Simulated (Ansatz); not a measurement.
Candidates: cubic perovskite BaZrO₃, cubic perovskite KTaO₃, corundum Ga₂O₃ (metastable phase), BiOCl (P4/nmm, No. 129), BiOBr (P4/nmm, No. 129), rock-salt SrO. Level: HSE06+SOC (PAW; Ansatz, an electronic-structure program).

Density-functional gaps are differences of (generalised) Kohn–Sham levels.

Measured gaps can lie in another order.

Cells: HSE06+SOC at the measured cell. Ansatz's density-functional and Hartree–Fock values are scalar-relativistic unless marked +SOC, with PAW data made under PBE.

**Question.** Which of them have a computed band gap between 3 and 4 eV?

**Answer.** cubic perovskite KTaO₃, BiOCl (P4/nmm, No. 129). The values: cubic perovskite BaZrO₃ 4.69 eV; cubic perovskite KTaO₃ 3.45 eV; corundum Ga₂O₃ (metastable phase) 4.65 eV; BiOCl (P4/nmm, No. 129) 3.25 eV; BiOBr (P4/nmm, No. 129) 2.68 eV; rock-salt SrO 4.77 eV.
